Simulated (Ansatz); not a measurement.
```yaml
crystal:
  periodic: [false, false, false]
  atoms:
    - {symbol: C, position_ang: [-1.976483, -0.386776, -0.001281]}
    - {symbol: P, position_ang: [-0.331431, -0.423299, -0.001971]}
    - {symbol: Ga, position_ang: [2.148758, -0.256416, 0.000394]}
    - {symbol: H, position_ang: [0.159156, 1.066490, 0.002858]}
basis:
  gaussian: {orbitals: def2-TZVP}
magnetization: {spin_polarized: true, initial_magnetization: 1}
hamiltonian: {xc: pbe0}
relax: {f_tol: 0.004, max_steps: 80}
```

```sh
$ ansatz run in.yaml --threads 1 --pin off --events-out ev --progress --plain --max-ram 2176MiB
```

Steps of the relaxation (energy above the last step; positions in Å, forces in eV/Å):

```
4
step 1, 1894.9 meV
C    -1.976   -0.387   -0.001   -1.153   -0.046    0.000
P    -0.331   -0.423   -0.002    1.601    0.987    0.003
Ga    2.149   -0.256    0.000   -0.237   -0.005    0.000
H     0.159    1.066    0.003   -0.211   -0.936   -0.003
```

```
4
step 2, 1835.1 meV
C    -1.981   -0.391   -0.001   -0.720   -0.012    0.001
P    -0.320   -0.397   -0.002    0.955    0.416    0.001
Ga    2.125   -0.243    0.000   -0.035   -0.059    0.000
H     0.176    1.032    0.003   -0.200   -0.345   -0.001
```

```
4
step 3, 1803.4 meV
C    -1.981   -0.417   -0.001   -0.050   -0.011    0.000
P    -0.294   -0.349   -0.002    0.106   -0.001    0.000
Ga    2.136   -0.286    0.001    0.060   -0.090    0.000
H     0.140    1.052    0.003   -0.116    0.102    0.000
```

```
4
step 4, 1775.3 meV
C    -1.959   -0.481   -0.001    0.480    0.020    0.000
P    -0.259   -0.264   -0.002   -0.520   -0.147   -0.001
Ga    2.165   -0.396    0.000    0.106   -0.103    0.000
H     0.052    1.141    0.003   -0.066    0.230    0.001
```

```
4
step 25, 0.0 meV
C     0.220   -0.382    0.000    0.000    0.000    0.000
P     0.080    1.246   -0.014    0.000    0.000    0.000
Ga    1.056   -2.222    0.006    0.000    0.000    0.000
H    -1.357    1.358    0.007    0.000    0.000    0.000
```

Close pairs at the end: P2–H4 1.442 Å, C1–P2 1.633 Å, C1–Ga3 2.022 Å.

A stationary point of unrestricted PBE0 after 25 steps, with ⟨S²⟩ = 0.769 against 0.75 for a pure state; no frequencies were run, so it isn't proven a minimum. 6.5 min on 1 thread of Intel Xeon Platinum 8488C, shared host.
